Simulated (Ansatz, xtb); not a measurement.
# Ranking isomers of C4H4NO

5 gas-phase structures of C4H4NO, from a drawn sample of its isomers (lower ones may exist). Each was relaxed with GFN2-xTB; where two conformers were screened, the lower at r2SCAN-D4/def2-SVP//GFN2-xTB is listed:

A. `C=C[C](O)C#N`, a doublet
B. `C[CH]C(=O)C#N`, a doublet
C. `[CH2]/C(C#N)=C\O`, a doublet
D. `N#C[CH]/C=C\O`, a doublet
E. `[CH2]/C(C#N)=C/O`, a doublet

**Question.** Which do you expect lowest at r2SCAN-D4/def2-SVP//GFN2-xTB, and how would the others follow?

**Answer.** Calculated order at r2SCAN-D4/def2-SVP//GFN2-xTB: D (0.0), A (13.6), B (14.1), E (22.1), C (29.1) kJ/mol. Less than 1 kcal/mol parts A and B, so the order within that pair means little.

Energies above the lowest of each column, in kJ/mol; the last columns are at r2SCAN-D4/def2-SVP geometries and were run for some of them only (a dash: not run or not comparable):

| structure | GFN2-xTB | HF/STO-3G | r2SCAN-D4/def2-SVP//GFN2-xTB | r2SCAN-D4/def2-SVP |
| --- | --- | --- | --- | --- |
| D | 0.0 | 52.9 | 0.0 | 0.0 |
| A | 8.2 | 58.5 | 13.6 | 12.9 |
| B | 32.9 | 0.0 | 14.1 | – |
| E | 21.2 | 72.5 | 22.1 | – |
| C | 25.1 | 78.4 | 29.1 | – |

r2SCAN-D4/def2-SVP puts D lowest of those it was run on; HF/STO-3G picks B. Some further structures that were screened fall inside this span and aren't listed. Flexible structures stand in one conformer each, not always the lowest. Frequencies (r2SCAN-D4/def2-SVP) were run for D alone. Open shells are spin-unrestricted, some with notable spin contamination.

Over these structures GFN2-xTB departs from r2SCAN-D4/def2-SVP//GFN2-xTB by 6.9 kJ/mol on average once a common shift is removed. A GFN2-xTB relaxation took about 0.4 s and the r2SCAN-D4/def2-SVP//GFN2-xTB energy about 9.7 s on a shared host (Ansatz 0.2.0, xtb 6.7.1).
